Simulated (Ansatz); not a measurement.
## NH, PH: atomization energies

Ansatz 0.2.0, functionals in def2-QZVPP, HF, MP2 and coupled cluster extrapolated from def2-TZVPP and def2-QZVPP (exp(−7.88 √X), X^−2.97); geometries are PBE0/def2-TZVP minima. Wave-function levels freeze the cores; HF, MP2 and coupled cluster are restricted for singlets and unrestricted otherwise, atoms included (their steps beyond CCSDT(Q) come from restricted open-shell runs), Kohn–Sham unrestricted where that lies lower. The best estimate adds to that CCSD(T) limit the step from CCSD(T) to the highest level run in a smaller set (full CI/aug-cc-pVDZ). It lacks core correlation, which semilocal and hybrid functionals hold and which counts in their errors here, (a few kJ/mol in atomization energies of light atoms) is good to about 1 kcal/mol where the step is under 0.06 eV, as here, and is no measured value. An error is the level's value less this estimate. Energies are electronic, without zero-point terms. No spin–orbit coupling and no scalar relativity. CCSD(T)'s error is that step with its sign reversed, by construction, and steps from double-zeta sets run high. The species are chosen: bound, without strong static correlation by their natural occupations or amplitudes, in their lowest spin state as far as vertical gaps and like structures tell, without the heavier p-block dimers whose ³Σ⁻ and ³Π states nearly coincide, and with a ladder that closes on the reference, so errors are smaller than for species at large; levels whose determinant breaks symmetry or spin markedly are left out.

```tsv
species	bonds (Å)	quantity	symmetry of the states	reference	value (kcal/mol)	error CCSD(T)	error PBE	error BLYP	error r2SCAN	error PBE0
NH, triplet	N–H 1.040	atomization	Σ⁻ or Δ	limit + step to full CI/aug-cc-pVDZ	83.1	-0.2	5.2	6.2	1.1	2.0
PH, triplet	P–H 1.428	atomization	Σ⁻ or Δ	limit + step to full CI/aug-cc-pVDZ	73.6	-0.1	1.3	3.2	1.9	0.5
```

The reference falls from N to P, by 9.5 kcal/mol in all.
